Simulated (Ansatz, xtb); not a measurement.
# CHBF: which of two isomers lies lower

Structure X: `[B]=CF`, a doublet. Structure Y: `B=[C]F`, a doublet. Both are isolated molecules in the gas phase, relaxed with B3LYP-D4/def2-TZVP.

X (Å):

```yaml
atoms:
  - { symbol: C, position_ang: [0.2125, -0.5728, -0.3240] }
  - { symbol: B, position_ang: [0.8200, 0.2100, -1.3181] }
  - { symbol: F, position_ang: [0.8056, -1.0320, 0.8035] }
  - { symbol: H, position_ang: [-0.8305, -0.8639, -0.4225] }
```

Y (Å):

```yaml
atoms:
  - { symbol: C, position_ang: [0.0000, 0.0000, -0.6404] }
  - { symbol: B, position_ang: [0.0000, 0.0000, 0.6967] }
  - { symbol: F, position_ang: [0.0000, 0.0000, -1.9182] }
  - { symbol: H, position_ang: [0.0000, 0.0000, 1.8619] }
```

**Question.** Estimate which is lower in electronic energy at CCSD(T)/def2-TZVPP, and by roughly how much.

**Answer.** The CCSD(T)/def2-TZVPP calculation puts structure Y lower, by 82.8 kJ/mol.

The same difference at several levels:

```
             level            geometry  E(Y) − E(X) (kJ/mol)  departure from the last row (kJ/mol)  job, with rough time for the two
          GFN2-xTB            GFN2-xTB                  −126.2                                 −43.4             optimisation, 0.096 s
         HF/STO-3G            GFN2-xTB                   −93.4                                 −10.6              single point, 0.42 s
r2SCAN-D4/def2-SVP            GFN2-xTB                   −85.2                                  −2.4               single point, 1.9 s
B3LYP-D4/def2-TZVP  B3LYP-D4/def2-TZVP                   −94.3                                 −11.5             optimisation, 2.2 min
     HF/def2-TZVPP  B3LYP-D4/def2-TZVP                   −57.5                                 +25.3           part of the CCSD(T) run
    MP2/def2-TZVPP  B3LYP-D4/def2-TZVP                  −101.5                                 −18.7           part of the CCSD(T) run
CCSD(T)/def2-TZVPP  B3LYP-D4/def2-TZVP                   −82.8                                                      single point, 14 s
```

As drawn, Y has 1 B–H in place of 1 C–H.

The levels shown agree on the order. The largest departure from CCSD(T)/def2-TZVPP is that of GFN2-xTB, 43.4 kJ/mol.

With harmonic frequencies from B3LYP-D4/def2-TZVP (ideal gas, rigid rotor, one conformer each, 298.15 K, 1 atm): the zero-point term adds −0.5 kJ/mol; ΔH is −83.1 and ΔG −78.0 kJ/mol.

Open shells are spin-unrestricted, with notable spin contamination under HF/STO-3G, HF/def2-TZVPP, MP2/def2-TZVPP, CCSD(T)/def2-TZVPP. The correlated steps freeze 3 core orbitals. Codes used: Ansatz 0.2.0, xtb 6.7.1; the last row on 2 threads of Arm Neoverse V1 on a shared host.
